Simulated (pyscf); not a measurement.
Structures and frequencies: ωB97X-D3(BJ)/def2-SVP in PySCF.

### Question
For `[SiH2]=[Se]` + `[H][H]` -> `[SeH2]` + `[SiH2]` [singlet], a concerted two-bond exchange (singlet surface; Se–Si, H–H broken, H–Se, H–Se formed), PBE/def2-TZVP gives ΔE‡ = 2.19 eV and ΔE = +1.90 eV (zero: the separated reactants). In which direction and how far do r²SCAN/def2-TZVP, PBE0-D3(BJ)/def2-TZVP, ωB97M-D3(BJ)/def2-TZVP move these?

### Answer
r²SCAN: ΔE‡ = 2.44 eV, ΔE = +2.05 eV; PBE0-D3(BJ): ΔE‡ = 2.37 eV, ΔE = +1.89 eV; ωB97M-D3(BJ): ΔE‡ = 2.59 eV, ΔE = +1.68 eV. PBE's barrier lies under all of them, by 0.18 to 0.40 eV. Its reaction energy lies among theirs. Low barriers are usual for a GGA, whose delocalisation error favours stretched bonds. On the product side the descent ends in an adduct with a Se–Si contact, 1.00 eV under the separated species and 1.70 eV under the saddle at ωB97X-D3(BJ)/def2-TZVP. What is counted as broken (Se–Si) persists as a longer contact in the product adduct; parting that adduct is a step of its own. At ωB97X-D3(BJ)/def2-TZVP the barrier from the zero used here is 2.68 eV. The same reactants have a lower exit, to H₃Si–SeH (barrier +0.93 eV at ωB97M-D3(BJ)/def2-TZVP, against +2.59 eV here). One saddle was located; it need not be the lowest between these sides. Elements up to Kr have no core potential and no relativistic terms here.
